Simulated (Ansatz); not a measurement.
The input, for Ansatz 0.2.0:

```yaml
crystal:
  periodic: [false, false, false]
  atoms:
    - {symbol: O, position_ang: [-1.061423, -0.231644, 0.000000]}
    - {symbol: H, position_ang: [-1.310732, 0.694932, 0.000000]}
    - {symbol: H, position_ang: [0.278577, -0.231644, 0.000000]}
    - {symbol: Br, position_ang: [2.093577, -0.231644, 0.000000]}
basis:
  gaussian: {orbitals: cc-pVDZ}
magnetization: {spin_polarized: false, initial_magnetization: 1}
correlation: {method: fic_mrcisd_q, electrons: outside_noble_gas, active_space: {window: {electrons: 3, orbitals: 3}}}
```

```sh
$ ansatz run in.yaml --threads 1 --pin off --events-out ev --progress --plain --max-ram 2393MiB
```

The program prints:

```
534 factors; integrals over basis functions are off by at most 1.5e-3 eV
mean field evaluation 1: about -72060.5481 eV, gradient 3.8e1 eV
mean field evaluation 2: about -72060.5484 eV, gradient 3.8e1 eV
mean field evaluation 4: about -72062.8774 eV, gradient 1.9e1 eV
mean field evaluation 8: about -72063.8165 eV, gradient 2.1e-1 eV
mean field evaluation 16: about -72064.5005 eV, gradient 6.4e-1 eV
mean field evaluation 32: about -72057.8032 eV, gradient 2.8e1 eV
mean field evaluation 64: about -72064.0772 eV, gradient 1.5e-3 eV
mean field evaluation 96: about -72064.5050 eV, gradient 2.2e-6 eV
mean field evaluation 128: about -72064.0770 eV, gradient 1.3e-1 eV
mean field evaluation 160: about -72064.0763 eV, gradient 1.4e-1 eV
...
mean field -72064.50499940 eV, -2648.3217116522 hartree, gradient 2.2e-6 eV, S^2 0.750000; 14 other end points of the search recorded, 0 dependent functions left out
reference -72064.50499940 eV, -2648.3217116522 hartree; 23, 22 occupied and 28, 29 virtual orbitals, 534 factors
state -72065.21011367 eV, -2648.3476241237 hartree
...
state -72065.21011367 eV, -2648.3476241237 hartree; corrected -72073.59859810 eV, -2648.6558952406 hartree
state -72064.93390931 eV, -2648.3374738005 hartree
...
state -72064.93390931 eV, -2648.3374738005 hartree; corrected -72073.20985731 eV, -2648.6416092799 hartree
state -72065.21011367 eV, -2648.3476241237 hartree; corrected -72073.59859810 eV, -2648.6558952406 hartree
state -72065.10402024 eV, -2648.3437252620 hartree
...
contracted CI cycle   2: correlation -7.23766367 eV, -0.2659792341 hartree, residual 3.86e0 eV
contracted CI cycle   3: correlation -7.39387257 eV, -0.2717198052 hartree, residual 9.18e-1 eV
contracted CI cycle   4: correlation -7.40437988 eV, -0.2721059417 hartree, residual 2.54e-1 eV
contracted CI cycle   5: correlation -7.40539231 eV, -0.2721431480 hartree, residual 1.25e-1 eV
contracted CI cycle   6: correlation -7.40567388 eV, -0.2721534953 hartree, residual 6.24e-2 eV
contracted CI cycle   7: correlation -7.40576555 eV, -0.2721568641 hartree, residual 3.45e-2 eV
contracted CI cycle   8: correlation -7.40578573 eV, -0.2721576057 hartree, residual 1.44e-2 eV
contracted CI cycle   9: correlation -7.40578888 eV, -0.2721577215 hartree, residual 5.45e-3 eV
contracted CI cycle  10: correlation -7.40578930 eV, -0.2721577371 hartree, residual 2.09e-3 eV
contracted CI cycle  11: correlation -7.40578937 eV, -0.2721577394 hartree, residual 8.62e-4 eV
state -72065.10402024 eV, -2648.3437252620 hartree; corrected -72073.20157248 eV, -2648.6413048179 hartree
state -72065.21011367 eV, -2648.3476241237 hartree; corrected -72073.59859810 eV, -2648.6558952406 hartree
the orbitals are reached from a further start. From the first start the search ends at -72064.93390354 eV, -2648.3374735884 hartree
Total energy: -72073.59859810 eV, -2648.6558952406 hartree
```

Ran on 1 thread of Arm Neoverse V2, shared host: 8.5 s wall, 0.21 GiB peak host memory.
